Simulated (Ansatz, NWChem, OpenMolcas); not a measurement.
**Errors in the dipole moment**

8 molecules holding an element from Na to Cl; the dipole moment in D, computed less measured. Shapes, held fixed at every level: PBE0-D4/def2-TZVP. No vibrational averaging. Dipoles are compared by magnitude; molecules under 1 D, whose direction can flip, are left out. Programs: Ansatz 0.2.0, NWChem 7.3.0, OpenMolcas 26.06. A level may come from different programs for different species; with the same settings they agree closely. Measured values: NIST CCCBDB.

Levels: A = PBE-D4/def2-TZVPP; B = B3LYP/STO-3G; C = PBE0/def2-SVP; D = wB97M-V/def2-TZVPP.

| molecule | measured | A | B | C | D |
| --- | --- | --- | --- | --- | --- |
| HBS (hydrogen boron sulfide) | 1.30 | -0.10 | -1.03 | +0.06 | +0.13 |
| SO2 (sulfur dioxide) | 1.63 | -0.09 | -0.26 | +0.12 | +0.17 |
| PF3 (phosphorus trifluoride) | 1.03 | -0.19 | -0.33 | +0.07 | +0.04 |
| CH3Cl (chloromethane) | 1.87 | -0.05 | +0.17 | +0.01 | +0.01 |
| SiH3Cl (chlorosilane) | 1.31 | -0.15 | +1.20 | +0.06 | -0.07 |
| SO2F2 (sulfuryl fluoride) | 1.12 | -0.01 | +0.04 | -0.08 | +0.04 |
| CH4S (methanethiol) | 1.52 | +0.01 | -0.59 | +0.07 | -0.01 |
| C2H6S (dimethyl sulfide) | 1.50 | +0.01 | -0.69 | +0.07 | +0.01 |

Task: Which level does best on this set, which worst, and which err to one side?

Result: 
| level | kind | mean error | mean absolute error | worst case |
| --- | --- | --- | --- | --- |
| PBE-D4/def2-TZVPP | GGA | -0.071 | 0.076 | PF3 |
| B3LYP/STO-3G | global hybrid | -0.186 | 0.539 | SiH3Cl |
| PBE0/def2-SVP | global hybrid | +0.048 | 0.068 | SO2 |
| wB97M-V/def2-TZVPP | range-separated hybrid | +0.040 | 0.060 | SO2 |

On this set wB97M-V/def2-TZVPP has the smallest mean absolute error and B3LYP/STO-3G the largest. PBE-D4/def2-TZVPP is too low in 6 of 8; PBE0/def2-SVP is too high in 7 of 8; wB97M-V/def2-TZVPP is too high in 6 of 8. The levels differ in basis as well as in method. The smallest two are near a tie. The set is small.
